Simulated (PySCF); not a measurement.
C5H12O.
Cartesian coordinates in Å at the PBE0-D3(BJ)/def2-SVP level; atoms count from 1:
```
atom  x, y, z in Å
C1     2.034   -0.022    0.548
O2     0.750    0.304    0.978
C3    -0.336    0.073    0.086
C4    -0.443   -1.407   -0.281
C5    -1.559    0.503    0.886
C6    -0.201    0.933   -1.170
H7     2.161   -1.100    0.333
H8     2.721    0.240    1.365
H9     2.348    0.544   -0.349
H10   -1.362   -1.593   -0.856
H11    0.403   -1.743   -0.898
H12   -0.474   -2.024    0.630
H13   -1.622   -0.080    1.816
H14   -2.483    0.355    0.309
H15   -1.476    1.566    1.157
H16    0.639    0.611   -1.804
H17   -0.042    1.986   -0.891
H18   -1.114    0.871   -1.780
```

Computed, not measured: TDDFT wB97X-D/def2-SVPD, vertical, gas phase, core orbitals frozen in the response in PySCF 2.14.0, density-fitted response routines.

Lowest singlets, with some entries withheld (?). The highest level found (9.52 eV, f 0.0039 so far) is left out, since the window may have cut off a degenerate partner. Orbitals of the list HOMO-3 to LUMO+2 that lie within 0.01 eV of each other are written together with a slash and their weights summed (≥ marks a lower bound); for degenerate orbitals outside that list single weights are arbitrary.

| state | E (eV) | f | main configurations (H = HOMO, L = LUMO) |
| --- | --- | --- | --- |
| S1 | 7.45 | ? | H→L (86%) |
| S2 | 8.16 | 0.027 | ? |
| S3 | 8.55 | ? | ? |
| S4 | 8.60 | 0.0067 | H→L+2 (69%), H-1→L (21%) |
| S5 | ? | 0.027 | ? |
| S6 | 9.00 | 0.016 | H→L+4 (47%), H→L+5 (19%), H→L+3 (17%) |
| S7 | 9.33 | 0.067 | H→L+6 (52%), H-1→L+1 (34%) |
| S8 | ? | ? | H→L+7 (55%), H→L+5 (18%) |
| S9 | ? | ? | H-1→L+1 (41%), H→L+6 (36%) |

(1) Supply the missing values.

(2) How far apart are S4 and S8, in eV and cm⁻¹?

(3) What is the vertical ionisation energy by ΔSCF at this level?

(4) What is the mean static polarisability from the same response equations?

Answers

(1) 
- S1: f = 0.0000
- S2: H→L+1 (71%), H→L+4 (13%)
- S3: f = 0.0064; H→L+3 (56%), H→L+4 (16%), H→L+1 (13%)
- S5: E = 8.75 eV; H-1→L (68%), H→L+2 (19%)
- S8: E = 9.36 eV; f = 0.0048
- S9: E = 9.37 eV; f = 0.0088

(2) 9.364 − 8.597 = 0.767 eV, or about 6180 cm⁻¹.

(3) 9.48 eV; −ε(HOMO) is 9.22 eV.

(4) 67.7 au (10.04 Å³), with principal values 64.8, 65.9 and 72.5 au.

The run took 65 s of wall time on one thread, Arm Neoverse V2 (aarch64) (shared host), and the process peaked at 1.0 GiB of memory.
